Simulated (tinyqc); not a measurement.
Inside a calculation (part 2 of 2). Method: RHF in the sto-6g basis, for NH3, spin multiplicity 1. Computed by tinyqc, a small Python program that keeps every step (integrals from PySCF). Command: `OMP_NUM_THREADS=1 python tinyqc.py 21679 21680 out.jsonl` (the two numbers bound the seeds that draw the settings). One thread of a shared host (Intel(R) Xeon(R) Processor @ 2.60GHz), about 0.2 s of CPU time with the checks.

Geometry (angstrom):
```
atom         x         y        z
N      0.00000   0.00000  0.41200
H      1.01600   0.00000  0.00000
H     -0.50800   0.88000  0.00000
H     -0.50800  -0.88000  0.00000
```

## Iteration 1: diagonalisation and new density

Fock matrix F (hartree), order 1N 1s, 1N 2s, 1N 2px, 1N 2py, 1N 2pz, 2H 1s, 3H 1s, 4H 1s:
$$\begin{pmatrix}
-19.29164 & -4.24364 & -0.00139 & 0.00000 & 0.01894 & -0.92832 & -0.92632 & -0.92632 \\
-4.24364 & -2.67332 & -0.00950 & 0.00000 & -0.10238 & -0.90483 & -0.90192 & -0.90192 \\
-0.00139 & -0.00950 & -1.79266 & 0.00000 & 0.00074 & -0.57355 & 0.28459 & 0.28459 \\
0.00000 & 0.00000 & 0.00000 & -1.23115 & 0.00000 & 0.00000 & -0.38904 & 0.38904 \\
0.01894 & -0.10238 & 0.00074 & 0.00000 & -1.68813 & 0.18387 & 0.18542 & 0.18542 \\
-0.92832 & -0.90483 & -0.57355 & 0.00000 & 0.18387 & -0.70062 & -0.27876 & -0.27876 \\
-0.92632 & -0.90192 & 0.28459 & -0.38904 & 0.18542 & -0.27876 & -0.70119 & -0.29832 \\
-0.92632 & -0.90192 & 0.28459 & 0.38904 & 0.18542 & -0.27876 & -0.29832 & -0.70119
\end{pmatrix}$$

X, order 1N 1s, 1N 2s, 1N 2px, 1N 2py, 1N 2pz, 2H 1s, 3H 1s, 4H 1s:
$$\begin{pmatrix}
1.02326 & -0.14443 & 0.00000 & 0.00000 & 0.00871 & 0.01942 & 0.01942 & 0.01942 \\
-0.14443 & 1.31451 & 0.00003 & 0.00000 & -0.09967 & -0.27457 & -0.27451 & -0.27451 \\
0.00000 & 0.00003 & 1.11769 & 0.00000 & -0.00001 & -0.26386 & 0.13190 & 0.13190 \\
0.00000 & 0.00000 & 0.00000 & 1.11769 & 0.00000 & 0.00000 & -0.22848 & 0.22848 \\
0.00871 & -0.09967 & -0.00001 & 0.00000 & 1.03380 & 0.09339 & 0.09336 & 0.09336 \\
0.01942 & -0.27457 & -0.26386 & 0.00000 & 0.09339 & 1.19528 & -0.04398 & -0.04398 \\
0.01942 & -0.27451 & 0.13190 & -0.22848 & 0.09336 & -0.04398 & 1.19522 & -0.04397 \\
0.01942 & -0.27451 & 0.13190 & 0.22848 & 0.09336 & -0.04398 & -0.04397 & 1.19522
\end{pmatrix}$$

D at the start, order 1N 1s, 1N 2s, 1N 2px, 1N 2py, 1N 2pz, 2H 1s, 3H 1s, 4H 1s:
$$\begin{pmatrix}
0.01810 & -0.13383 & 0.00004 & 0.00000 & -0.11928 & 0.07556 & 0.07556 & 0.07556 \\
-0.13383 & 1.24621 & -0.00008 & 0.00000 & 0.35856 & -0.95526 & -0.95504 & -0.95504 \\
0.00004 & -0.00008 & 2.70731 & 0.00000 & 0.00003 & -1.24378 & 0.62179 & 0.62179 \\
0.00000 & 0.00000 & 0.00000 & 0.30981 & 0.00000 & 0.00000 & -0.69979 & 0.69979 \\
-0.11928 & 0.35856 & 0.00003 & 0.00000 & 1.85492 & 0.31104 & 0.31094 & 0.31094 \\
0.07556 & -0.95526 & -1.24378 & 0.00000 & 0.31104 & 3.11491 & -0.16551 & -0.16551 \\
0.07556 & -0.95504 & 0.62179 & -0.69979 & 0.31094 & -0.16551 & 3.05520 & -0.10612 \\
0.07556 & -0.95504 & 0.62179 & 0.69979 & 0.31094 & -0.16551 & -0.10612 & 3.05520
\end{pmatrix}$$

overlap S, order 1N 1s, 1N 2s, 1N 2px, 1N 2py, 1N 2pz, 2H 1s, 3H 1s, 4H 1s:
$$\begin{pmatrix}
1.00000 & 0.22942 & 0.00000 & 0.00000 & 0.00000 & 0.04966 & 0.04965 & 0.04965 \\
0.22942 & 1.00000 & 0.00000 & 0.00000 & 0.00000 & 0.44492 & 0.44487 & 0.44487 \\
0.00000 & 0.00000 & 1.00000 & 0.00000 & 0.00000 & 0.37916 & -0.18955 & -0.18955 \\
0.00000 & 0.00000 & 0.00000 & 1.00000 & 0.00000 & 0.00000 & 0.32835 & -0.32835 \\
0.00000 & 0.00000 & 0.00000 & 0.00000 & 1.00000 & -0.15376 & -0.15373 & -0.15373 \\
0.04966 & 0.44492 & 0.37916 & 0.00000 & -0.15376 & 1.00000 & 0.17466 & 0.17466 \\
0.04965 & 0.44487 & -0.18955 & 0.32835 & -0.15373 & 0.17466 & 1.00000 & 0.17462 \\
0.04965 & 0.44487 & -0.18955 & -0.32835 & -0.15373 & 0.17466 & 0.17462 & 1.00000
\end{pmatrix}$$

A level shift of 0.5 hartree raises the virtual space: F + shift (S - S D(s) S), with D(s) the density of one spin (D/2). Diagonalise F' = X^T F X, C = X C', fill 5 alpha and 5 beta electrons from the bottom; D = 2 C_occ C_occ^T. Each column has its largest component positive (the first on a tie).

F' = X^T F X (hartree):
$$\begin{pmatrix}
-18.59788 & -1.80493 & 0.00014 & 0.00000 & 0.04467 & -0.20027 & -0.19894 & -0.19894 \\
-1.80493 & -1.49827 & -0.01013 & 0.00000 & -0.29006 & -0.21734 & -0.21083 & -0.21083 \\
0.00014 & -0.01013 & -1.77810 & 0.00000 & 0.00130 & -0.18431 & 0.09076 & 0.09076 \\
0.00000 & 0.00000 & 0.00000 & -0.68468 & 0.00000 & 0.00000 & -0.12854 & 0.12854 \\
0.04467 & -0.29006 & 0.00130 & 0.00000 & -1.62364 & 0.03166 & 0.03153 & 0.03153 \\
-0.20027 & -0.21734 & -0.18431 & 0.00000 & 0.03166 & -0.31654 & -0.04192 & -0.04192 \\
-0.19894 & -0.21083 & 0.09076 & -0.12854 & 0.03153 & -0.04192 & -0.34588 & -0.04131 \\
-0.19894 & -0.21083 & 0.09076 & 0.12854 & 0.03153 & -0.04192 & -0.04131 & -0.34588
\end{pmatrix}$$

orbital energies (hartree): MO1 -18.79427, MO2 -1.81609, MO3 -1.80654, MO4 -1.24684, MO5 -0.75762, MO6 -0.29157, MO7 -0.24631, MO8 -0.23163

coefficients C, order 1N 1s, 1N 2s, 1N 2px, 1N 2py, 1N 2pz, 2H 1s, 3H 1s, 4H 1s:
$$\begin{pmatrix}
1.00312 & -0.09336 & 0.08804 & -0.19250 & 0.00000 & -0.09161 & 0.03133 & 0.00000 \\
-0.01644 & 0.43550 & -0.40922 & 0.90569 & 0.00000 & 0.84942 & -0.29267 & 0.00000 \\
0.00004 & 0.74589 & 0.75124 & -0.01557 & 0.00000 & -0.16049 & -0.45490 & 0.00000 \\
0.00000 & 0.00000 & 0.00000 & 0.00000 & 0.91698 & 0.00000 & 0.00000 & -0.71609 \\
0.00071 & 0.57384 & -0.58405 & -0.58691 & 0.00000 & -0.28401 & 0.09678 & 0.00000 \\
0.00397 & -0.08960 & -0.07503 & -0.04509 & 0.00000 & -0.32178 & 1.21137 & 0.00000 \\
0.00388 & 0.03014 & 0.04656 & -0.04476 & 0.11425 & -0.83235 & -0.26186 & 0.89831 \\
0.00388 & 0.03014 & 0.04656 & -0.04476 & -0.11425 & -0.83235 & -0.26186 & -0.89831
\end{pmatrix}$$

D after iteration 1, order 1N 1s, 1N 2s, 1N 2px, 1N 2py, 1N 2pz, 2H 1s, 3H 1s, 4H 1s:
$$\begin{pmatrix}
2.11953 & -0.53505 & -0.00092 & 0.00000 & 0.01740 & 0.02884 & 0.02759 & 0.02759 \\
-0.53505 & 2.35533 & 0.00661 & 0.00000 & -0.08531 & -0.09845 & -0.09305 & -0.09305 \\
-0.00092 & 0.00661 & 2.24192 & 0.00000 & -0.00320 & -0.24499 & 0.11632 & 0.11632 \\
0.00000 & 0.00000 & 0.00000 & 1.68172 & 0.00000 & 0.00000 & 0.20952 & -0.20952 \\
0.01740 & -0.08531 & -0.00320 & 0.00000 & 2.02975 & 0.03774 & 0.03274 & 0.03274 \\
0.02884 & -0.09845 & -0.24499 & 0.00000 & 0.03774 & 0.03141 & -0.00832 & -0.00832 \\
0.02759 & -0.09305 & 0.11632 & 0.20952 & 0.03274 & -0.00832 & 0.03629 & -0.01591 \\
0.02759 & -0.09305 & 0.11632 & -0.20952 & 0.03274 & -0.00832 & -0.01591 & 0.03629
\end{pmatrix}$$

## Iteration 2: building the Fock matrix

core Hamiltonian H = T + V (hartree), order 1N 1s, 1N 2s, 1N 2px, 1N 2py, 1N 2pz, 2H 1s, 3H 1s, 4H 1s:
$$\begin{pmatrix}
-25.88499 & -5.65798 & 0.00000 & 0.00000 & 0.01610 & -1.23358 & -1.23331 & -1.23331 \\
-5.65798 & -7.61995 & -0.00003 & 0.00000 & 0.18069 & -2.89666 & -2.89622 & -2.89622 \\
0.00000 & -0.00003 & -6.38310 & 0.00000 & 0.00001 & -2.10065 & 1.05011 & 1.05011 \\
0.00000 & 0.00000 & 0.00000 & -6.38310 & 0.00000 & 0.00000 & -1.81910 & 1.81910 \\
0.01610 & 0.18069 & 0.00001 & 0.00000 & -6.28753 & 0.90048 & 0.90030 & 0.90030 \\
-1.23358 & -2.89666 & -2.10065 & 0.00000 & 0.90048 & -4.37955 & -0.99292 & -0.99292 \\
-1.23331 & -2.89622 & 1.05011 & -1.81910 & 0.90030 & -0.99292 & -4.37926 & -0.99265 \\
-1.23331 & -2.89622 & 1.05011 & 1.81910 & 0.90030 & -0.99292 & -0.99265 & -4.37926
\end{pmatrix}$$

nuclear repulsion = 11.0375198 hartree

Given earlier and not repeated: Two-electron integrals (ij|kl) in chemists' order.

J_ij = sum D_kl (ij|kl), K_ij = sum D_kl (ik|jl); F = H + J - 0.5 K; E = tr D H + tr D J / 2 - 0.25 tr D K + E_nn.

Coulomb J (hartree), order 1N 1s, 1N 2s, 1N 2px, 1N 2py, 1N 2pz, 2H 1s, 3H 1s, 4H 1s:
$$\begin{pmatrix}
16.11860 & 2.87507 & -0.00279 & 0.00000 & -0.00228 & 0.63892 & 0.63904 & 0.63904 \\
2.87507 & 7.58908 & -0.02421 & 0.00000 & -0.00933 & 2.76855 & 2.78538 & 2.78538 \\
-0.00279 & -0.02421 & 7.59337 & 0.00000 & 0.00318 & 2.14356 & -1.09163 & -1.09163 \\
0.00000 & 0.00000 & 0.00000 & 7.58137 & 0.00000 & 0.00000 & 1.87680 & -1.87680 \\
-0.00228 & -0.00933 & 0.00318 & 0.00000 & 7.59249 & -0.87434 & -0.88200 & -0.88200 \\
0.63892 & 2.76855 & 2.14356 & 0.00000 & -0.87434 & 4.48388 & 0.92384 & 0.92384 \\
0.63904 & 2.78538 & -1.09163 & 1.87680 & -0.88200 & 0.92384 & 4.55466 & 0.92864 \\
0.63904 & 2.78538 & -1.09163 & -1.87680 & -0.88200 & 0.92384 & 0.92864 & 4.55466
\end{pmatrix}$$

exchange K (hartree), order 1N 1s, 1N 2s, 1N 2px, 1N 2py, 1N 2pz, 2H 1s, 3H 1s, 4H 1s:
$$\begin{pmatrix}
8.59747 & 1.36400 & -0.00149 & 0.00000 & -0.00012 & 0.32626 & 0.32777 & 0.32777 \\
1.36400 & 2.45583 & -0.01676 & 0.00000 & -0.01253 & 0.85466 & 0.88584 & 0.88584 \\
-0.00149 & -0.01676 & 2.06045 & 0.00000 & 0.00304 & 0.51322 & -0.27688 & -0.27688 \\
0.00000 & 0.00000 & 0.00000 & 1.96909 & 0.00000 & 0.00000 & 0.55334 & -0.55334 \\
-0.00012 & -0.01253 & 0.00304 & 0.00000 & 2.04697 & -0.22592 & -0.23649 & -0.23649 \\
0.32626 & 0.85466 & 0.51322 & 0.00000 & -0.22592 & 0.52110 & 0.27272 & 0.27272 \\
0.32777 & 0.88584 & -0.27688 & 0.55334 & -0.23649 & 0.27272 & 0.66014 & 0.22877 \\
0.32777 & 0.88584 & -0.27688 & -0.55334 & -0.23649 & 0.27272 & 0.22877 & 0.66014
\end{pmatrix}$$

Fock matrix F (hartree), order 1N 1s, 1N 2s, 1N 2px, 1N 2py, 1N 2pz, 2H 1s, 3H 1s, 4H 1s:
$$\begin{pmatrix}
-14.06513 & -3.46491 & -0.00205 & 0.00000 & 0.01388 & -0.75779 & -0.75815 & -0.75815 \\
-3.46491 & -1.25878 & -0.01587 & 0.00000 & 0.17762 & -0.55545 & -0.55377 & -0.55377 \\
-0.00205 & -0.01587 & 0.18005 & 0.00000 & 0.00168 & -0.21371 & 0.09692 & 0.09692 \\
0.00000 & 0.00000 & 0.00000 & 0.21373 & 0.00000 & 0.00000 & -0.21897 & 0.21897 \\
0.01388 & 0.17762 & 0.00168 & 0.00000 & 0.28147 & 0.13910 & 0.13655 & 0.13655 \\
-0.75779 & -0.55545 & -0.21371 & 0.00000 & 0.13910 & -0.15622 & -0.20544 & -0.20544 \\
-0.75815 & -0.55377 & 0.09692 & -0.21897 & 0.13655 & -0.20544 & -0.15468 & -0.17839 \\
-0.75815 & -0.55377 & 0.09692 & 0.21897 & 0.13655 & -0.20544 & -0.17839 & -0.15468
\end{pmatrix}$$

total energy of this density = -54.4373072 hartree

## Iteration 2: diagonalisation and new density

As before.

F' = X^T F X (hartree):
$$\begin{pmatrix}
-13.81088 & -1.87116 & -0.00022 & 0.00000 & 0.01935 & -0.11522 & -0.11541 & -0.11541 \\
-1.87116 & -0.22156 & -0.01898 & 0.00000 & -0.00572 & -0.44785 & -0.46113 & -0.46113 \\
-0.00022 & -0.01898 & 0.42485 & 0.00000 & 0.00181 & -0.43946 & 0.21985 & 0.21985 \\
0.00000 & 0.00000 & 0.00000 & 0.56248 & 0.00000 & 0.00000 & -0.50962 & 0.50962 \\
0.01935 & -0.00572 & 0.00181 & 0.00000 & 0.35562 & 0.17944 & 0.18066 & 0.18066 \\
-0.11522 & -0.44785 & -0.43946 & 0.00000 & 0.17944 & 0.70496 & -0.08588 & -0.08588 \\
-0.11541 & -0.46113 & 0.21985 & -0.50962 & 0.18066 & -0.08588 & 0.69429 & -0.04309 \\
-0.11541 & -0.46113 & 0.21985 & 0.50962 & 0.18066 & -0.08588 & -0.04309 & 0.69429
\end{pmatrix}$$

orbital energies (hartree): MO1 -14.07020, MO2 -0.54133, MO3 -0.07607, MO4 0.04313, MO5 0.30777, MO6 1.16159, MO7 1.20322, MO8 1.37593

coefficients C, order 1N 1s, 1N 2s, 1N 2px, 1N 2py, 1N 2pz, 2H 1s, 3H 1s, 4H 1s:
$$\begin{pmatrix}
0.99485 & -0.21402 & 0.00000 & 0.00433 & -0.08734 & 0.11614 & 0.11168 & 0.00000 \\
0.02468 & 0.76963 & 0.00000 & -0.01634 & 0.41899 & -0.79733 & -0.76180 & 0.00000 \\
0.00024 & 0.01975 & 0.00000 & 0.72423 & 0.00387 & -0.62568 & 0.66127 & 0.00000 \\
0.00000 & 0.00000 & 0.62230 & 0.00000 & 0.00000 & 0.00000 & 0.00000 & 0.98305 \\
-0.00324 & -0.18757 & 0.00000 & 0.00851 & 0.90712 & 0.36535 & 0.33659 & 0.00000 \\
-0.00478 & 0.14902 & 0.00000 & 0.36803 & -0.10075 & 1.16583 & -0.24433 & 0.00000 \\
-0.00458 & 0.14431 & 0.41007 & -0.18763 & -0.08741 & 0.15975 & 0.82296 & -0.80737 \\
-0.00458 & 0.14431 & -0.41007 & -0.18763 & -0.08741 & 0.15975 & 0.82296 & 0.80737
\end{pmatrix}$$

D after iteration 2, order 1N 1s, 1N 2s, 1N 2px, 1N 2py, 1N 2pz, 2H 1s, 3H 1s, 4H 1s:
$$\begin{pmatrix}
2.08636 & -0.35366 & -0.00239 & 0.00000 & -0.08455 & -0.05252 & -0.05724 & -0.05724 \\
-0.35366 & 1.53753 & 0.00999 & 0.00000 & 0.47099 & 0.13269 & 0.15479 & 0.15479 \\
-0.00239 & 0.00999 & 1.04982 & 0.00000 & 0.01194 & 0.53817 & -0.26675 & -0.26675 \\
0.00000 & 0.00000 & 0.00000 & 0.77450 & 0.00000 & 0.00000 & 0.51037 & -0.51037 \\
-0.08455 & 0.47099 & 0.01194 & 0.00000 & 1.71625 & -0.23240 & -0.21589 & -0.21589 \\
-0.05252 & 0.13269 & 0.53817 & 0.00000 & -0.23240 & 0.33565 & -0.07743 & -0.07743 \\
-0.05724 & 0.15479 & -0.26675 & 0.51037 & -0.21589 & -0.07743 & 0.46370 & -0.20893 \\
-0.05724 & 0.15479 & -0.26675 & -0.51037 & -0.21589 & -0.07743 & -0.20893 & 0.46370
\end{pmatrix}$$

## Iteration 22 (converged): orbitals

converged F (hartree), order 1N 1s, 1N 2s, 1N 2px, 1N 2py, 1N 2pz, 2H 1s, 3H 1s, 4H 1s:
$$\begin{pmatrix}
-15.50933 & -3.74018 & 0.00000 & 0.00000 & 0.02367 & -0.81577 & -0.81559 & -0.81559 \\
-3.74018 & -1.81297 & -0.00003 & 0.00000 & 0.09141 & -0.76444 & -0.76433 & -0.76433 \\
0.00000 & -0.00003 & -0.26180 & 0.00000 & 0.00002 & -0.41666 & 0.20830 & 0.20830 \\
0.00000 & 0.00000 & 0.00000 & -0.26178 & 0.00000 & 0.00000 & -0.36083 & 0.36083 \\
0.02367 & 0.09141 & 0.00002 & 0.00000 & -0.31535 & 0.20529 & 0.20526 & 0.20526 \\
-0.81577 & -0.76444 & -0.41666 & 0.00000 & 0.20529 & -0.45052 & -0.25579 & -0.25579 \\
-0.81559 & -0.76433 & 0.20830 & -0.36083 & 0.20526 & -0.25579 & -0.45043 & -0.25572 \\
-0.81559 & -0.76433 & 0.20830 & 0.36083 & 0.20526 & -0.25579 & -0.25572 & -0.45043
\end{pmatrix}$$

Diagonalise F' = X^T F X, C = X C', fill 5 alpha and 5 beta electrons from the bottom; D = 2 C_occ C_occ^T. Each column has its largest component positive (the first on a tie).

F' = X^T F X (hartree):
$$\begin{pmatrix}
-15.25677 & -1.91490 & 0.00000 & 0.00000 & 0.03917 & -0.12664 & -0.12659 & -0.12659 \\
-1.91490 & -0.78529 & 0.00002 & 0.00000 & -0.09742 & -0.41770 & -0.41763 & -0.41763 \\
0.00000 & 0.00002 & 0.02121 & 0.00000 & -0.00001 & -0.47975 & 0.23985 & 0.23985 \\
0.00000 & 0.00000 & 0.00000 & 0.02123 & 0.00000 & 0.00000 & -0.41545 & 0.41545 \\
0.03917 & -0.09742 & -0.00001 & 0.00000 & -0.23570 & 0.17895 & 0.17892 & 0.17892 \\
-0.12664 & -0.41770 & -0.47975 & 0.00000 & 0.17895 & 0.02387 & -0.05849 & -0.05849 \\
-0.12659 & -0.41763 & 0.23985 & -0.41545 & 0.17892 & -0.05849 & 0.02384 & -0.05848 \\
-0.12659 & -0.41763 & 0.23985 & 0.41545 & 0.17892 & -0.05849 & -0.05848 & 0.02384
\end{pmatrix}$$

orbital energies (hartree): MO1 -15.51221, MO2 -1.04935, MO3 -0.53656, MO4 -0.53656, MO5 -0.34766, MO6 0.53835, MO7 0.64010, MO8 0.64013

coefficients C, order 1N 1s, 1N 2s, 1N 2px, 1N 2py, 1N 2pz, 2H 1s, 3H 1s, 4H 1s:
$$\begin{pmatrix}
0.99629 & -0.21020 & 0.00001 & 0.00000 & -0.08338 & -0.15941 & 0.00000 & -0.00009 \\
0.01814 & 0.76401 & -0.00008 & 0.00000 & 0.44791 & 1.09553 & 0.00000 & 0.00068 \\
0.00000 & 0.00003 & 0.58813 & 0.00000 & 0.00004 & -0.00051 & 0.00000 & 1.00387 \\
0.00000 & 0.00000 & 0.00000 & 0.58811 & 0.00000 & 0.00000 & 1.00387 & 0.00000 \\
-0.00324 & -0.11683 & -0.00003 & 0.00000 & 0.87981 & -0.56318 & 0.00000 & -0.00034 \\
-0.00366 & 0.15854 & 0.50529 & 0.00000 & -0.14796 & -0.66745 & 0.00000 & -0.91588 \\
-0.00366 & 0.15851 & -0.25265 & 0.43760 & -0.14800 & -0.66815 & -0.79279 & 0.45735 \\
-0.00366 & 0.15851 & -0.25265 & -0.43760 & -0.14800 & -0.66815 & 0.79279 & 0.45735
\end{pmatrix}$$

D after iteration 22, order 1N 1s, 1N 2s, 1N 2px, 1N 2py, 1N 2pz, 2H 1s, 3H 1s, 4H 1s:
$$\begin{pmatrix}
2.08745 & -0.35974 & 0.00000 & 0.00000 & -0.10406 & -0.04926 & -0.04926 & -0.04926 \\
-0.35974 & 1.56931 & -0.00002 & 0.00000 & 0.60951 & 0.10949 & 0.10953 & 0.10953 \\
0.00000 & -0.00002 & 0.69179 & 0.00000 & 0.00002 & 0.59435 & -0.29719 & -0.29719 \\
0.00000 & 0.00000 & 0.00000 & 0.69176 & 0.00000 & 0.00000 & 0.51471 & -0.51471 \\
-0.10406 & 0.60951 & 0.00002 & 0.00000 & 1.57546 & -0.29741 & -0.29742 & -0.29742 \\
-0.04926 & 0.10949 & 0.59435 & 0.00000 & -0.29741 & 0.60472 & -0.16125 & -0.16125 \\
-0.04926 & 0.10953 & -0.29719 & 0.51471 & -0.29742 & -0.16125 & 0.60473 & -0.16123 \\
-0.04926 & 0.10953 & -0.29719 & -0.51471 & -0.29742 & -0.16125 & -0.16123 & 0.60473
\end{pmatrix}$$

Within a degenerate level the vectors are fixed only up to a rotation; this is one choice.

## Convergence

Stop when the energy changes by less than 1e-09 hartree and every element of the error matrix X^T (F D S - S D F) X is below 9e-06.

Course of the cycle:
```
iteration  E (hartree)     change  largest element of the error matrix
1          -17.4704782          -                             2.51e-01
2          -54.4373072  -3.70e+01                             7.51e-01
3          -55.9118549  -1.47e+00                             2.69e-01
4          -55.9705560  -5.87e-02                             7.17e-02
5          -55.9744073  -3.85e-03                             2.56e-02
6          -55.9752243  -8.17e-04                             1.08e-02
7          -55.9754654  -2.41e-04                             5.22e-03
8          -55.9755441  -7.87e-05                             3.27e-03
9          -55.9755717  -2.76e-05                             2.06e-03
10         -55.9755819  -1.02e-05                             1.32e-03
11         -55.9755859  -3.93e-06                             8.45e-04
12         -55.9755874  -1.56e-06                             5.45e-04
13         -55.9755881  -6.28e-07                             3.53e-04
14         -55.9755883  -2.57e-07                             2.29e-04
15         -55.9755884  -1.06e-07                             1.48e-04
16         -55.9755885  -4.39e-08                             9.65e-05
17         -55.9755885  -1.83e-08                             6.28e-05
18         -55.9755885  -7.63e-09                             4.09e-05
19         -55.9755885  -3.19e-09                             2.66e-05
20         -55.9755885  -1.34e-09                             1.73e-05
21         -55.9755885  -5.62e-10                             1.13e-05
22         -55.9755885  -2.36e-10                             7.36e-06
```

PySCF RHF in the same basis = -55.9755885 hartree

Converged in 22 iterations.

## Populations, bond orders and dipole

Mulliken: Z minus the diagonal of D S on the atom; Loewdin: the same with S^(1/2) D S^(1/2); Mayer order: 2 sum_s sum (D(s) S)_ij (D(s) S)_ji over the two atoms.

Charges (e):
```
atom  Mulliken   Loewdin
1N    -0.40275  -0.27119
2H     0.13426   0.09040
3H     0.13425   0.09040
4H     0.13425   0.09040
```

Mayer bond orders:
```
pair    order
2-1   0.96015
3-1   0.96015
3-2   0.01091
4-1   0.96015
4-2   0.01091
4-3   0.01091
```

dipole moment about the origin, x y z (debye): [0.00004, 0.00000, -1.76890]
